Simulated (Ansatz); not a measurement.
`C=CCC#CC` + H₂S → `CC#CS` + `C=CC`  (substitution at a C–C bond)

Program: Ansatz. Geometries: PBE0-D4/def2-TZVP. ΔE: electronic, gas phase. CCSD(T)/CBS adds triple-zeta CCSD(T) − MP2 to the extrapolated MP2 energy (def2 sets, frozen cores). This one scheme is used for every species. DFT in def2-TZVPP. B3LYP here is the variant with VWN-RPA as its local correlation; programs differ in this. Each species was taken in one conformer, which may not be the lowest.

Problem. Is it downhill or uphill in electronic energy at CCSD(T)/CBS, and by how much? (An estimate is asked.)

Solution. Computed: Uphill: ΔE = +17.1 kJ/mol.

Problem. What do these levels give: PBE0-D4, ωB97X-V, ωB97M-V, r2SCAN, PBE0, B3LYP, MP2/def2-TZVPP, SCS-MP2/def2-TZVPP, HF/def2-QZVPP, MP2/def2-QZVPP, HF/CBS(def2), CCSD/CBS(def2)? (Estimate.)

Solution. Computed: PBE0-D4 10.5, ωB97X-V 15.1, ωB97M-V 15.2, r2SCAN 6.5, PBE0 9.0, B3LYP 8.4, MP2/def2-TZVPP 15.7, SCS-MP2/def2-TZVPP 16.3, HF/def2-QZVPP 20.6, MP2/def2-QZVPP 15.3, HF/CBS(def2) 20.7, CCSD/CBS(def2) 18.9 kJ/mol.

Largest T1 diagnostic among the species: 0.012.

From PBE to PBE0 (25 % exact exchange), in def2-TZVPP and without D4, ΔE moves by +4.7 kJ/mol.
